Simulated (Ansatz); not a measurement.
hcp Tb was calculated with r²SCAN (plane waves, PAW; Ansatz, an electronic-structure program).

Numerical settings: plane-wave cutoff 500 eV, 24×24×14 k mesh (along the axes of the cell as run), Fermi–Dirac smearing 0.1 eV, spin-polarised with parallel moments, scalar-relativistic PAW data made under PBE.

Cell (relaxed at this level):

Tb has the hexagonal space group P6₃/mmc (No. 194), the hcp (Mg type) structure, Pearson symbol hP2. Cell: a = 3.623 Å, b = 3.623 Å, c = 5.797 Å, α = 90.00°, β = 90.00°, γ = 120.00°. Tb on 2c sees 12 Tb at 3.574–3.623 Å (anticuboctahedral). (Neighbours: up to the widest gap in distance over summed covalent radii, below 1.35, at either atom.)

### Question
Estimate the magnetic moment per atom (the cell's total over its atoms) that the calculation returns.

### Answer

magnetic moment per atom (the cell's total over its atoms): 6.63 μB

Note: the 4f shell is treated without U or exact exchange, so its levels and filling can be wrong; the collinear magnetic order is the start's and need not be the measured one.

Moments are spin moments.

Spin–orbit coupling is not included.

Computed values are for the static lattice.

The result took very roughly 30 core-minutes.
